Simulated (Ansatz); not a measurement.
Two isomers of C3H5NO: A = `COCC#N`, B = `N#CCCO`.

Gas-phase electronic energies from Ansatz, PBE0-D4/def2-TZVP geometries. CCSD(T)/CBS is the MP2 limit (def2-TZVPP, def2-QZVPP) plus CCSD(T) − MP2 in def2-TZVPP, frozen cores. This one scheme is used for every species. DFT in def2-TZVPP. B3LYP here is the variant with VWN-RPA as its local correlation; programs differ in this. Each species was taken in one conformer, which may not be the lowest.

Which isomer does CCSD(T)/CBS put lower? Give the gap. (An estimate is asked.)

The calculation gave: B, by 56.1 kJ/mol.

Give E(B) − E(A) in kJ/mol with LDA (SPW92), CCSD(T)/def2-TZVPP, BLYP-D4, PBE-D4, B3LYP-D4, B3LYP, MP2/def2-TZVPP. (Estimate.)

Computed: LDA (SPW92) -53.2, CCSD(T)/def2-TZVPP -53.1, BLYP-D4 -46.1, PBE-D4 -51.8, B3LYP-D4 -49.1, B3LYP -49.9, MP2/def2-TZVPP -57.2. None reverses the order clearly.

Does the order hold for the free energy at 298.15 K (harmonic terms from PBE0-D4)? (An estimate is asked.)

Computed: Yes: G(B) − G(A) = -54.9 kJ/mol, for one conformer each.

Largest T1 diagnostic: 0.012.

From BLYP to BHLYP (50 % exact exchange), in def2-TZVPP and without D4, E(B) − E(A) moves by −4.5 kJ/mol. At CCSD(T), def2-SVP lies +8.9 kJ/mol from the extrapolated value and def2-TZVPP +3.0 kJ/mol.
